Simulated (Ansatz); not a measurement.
# BH8NSi: the cost of one run

Method: RKS B3LYP/def2-SVP, in Ansatz 0.2.0.

## 1. The starting structure

Bond lengths: B1–N2 1.496 Å, N2–Si3 1.816 Å, B1–H4 1.194 Å, B1–H5 1.171 Å, B1–H6 1.190 Å, N2–H7 1.072 Å, N2–H8 1.023 Å, Si3–H9 1.441 Å, Si3–H10 1.452 Å, Si3–H11 1.484 Å. Angles (14 of 18 angles, heavy atoms first): B1–N2–Si3 110.8°, B1–N2–H7 106.7°, B1–N2–H8 109.4°, Si3–N2–H7 110.6°, Si3–N2–H8 111.2°, N2–B1–H4 111.4°, N2–B1–H5 113.1°, N2–B1–H6 114.5°, N2–Si3–H9 108.2°, N2–Si3–H10 108.0°, N2–Si3–H11 107.3°, H7–N2–H8 108.0°, H4–B1–H5 103.9°, H4–B1–H6 104.9°.

As a file:

```xyz
11

B     0.4445    1.2493    0.1065
N     0.3481   -0.1560    0.6102
Si   -0.6615   -1.1735   -0.5044
H    -0.6304    1.7648    0.0445
H     1.0524    1.9527    0.8188
H     0.8960    1.3513   -0.9897
H     1.3498   -0.5333    0.6624
H    -0.0373   -0.1525    1.5576
H    -1.9989   -0.6378   -0.5163
H    -0.0294   -1.1691   -1.8113
H    -0.6680   -2.5528    0.0423
```

## 2. End point A

input.yaml reads:

```yaml
crystal:
  periodic: [false, false, false]
  atoms:
    - { symbol: B, position_ang: [0.4445, 1.2493, 0.1065] }
    - { symbol: "N", position_ang: [0.3481, -0.156, 0.6102] }
    - { symbol: Si, position_ang: [-0.6615, -1.1735, -0.5044] }
    - { symbol: H, position_ang: [-0.6304, 1.7648, 0.0445] }
    - { symbol: H, position_ang: [1.0524, 1.9527, 0.8188] }
    - { symbol: H, position_ang: [0.896, 1.3513, -0.9897] }
    - { symbol: H, position_ang: [1.3498, -0.5333, 0.6624] }
    - { symbol: H, position_ang: [-0.0373, -0.1525, 1.5576] }
    - { symbol: H, position_ang: [-1.9989, -0.6378, -0.5163] }
    - { symbol: H, position_ang: [-0.0294, -1.1691, -1.8113] }
    - { symbol: H, position_ang: [-0.668, -2.5528, 0.0423] }
basis:
  gaussian: { orbitals: def2-SVP }
hamiltonian:
  xc: b3lyp
relax:
  f_tol: 0.015
  max_steps: 40
```

Command:

```console
$ ansatz run input.yaml --threads 1 --pin off --max-ram 2048MiB --backend cpu --events-out ev --progress --plain --runs-dir out
```

What time and memory should one allow on 1 thread of Arm Neoverse V1, shared host?

About 19 s, with a peak of 0.16 GiB.
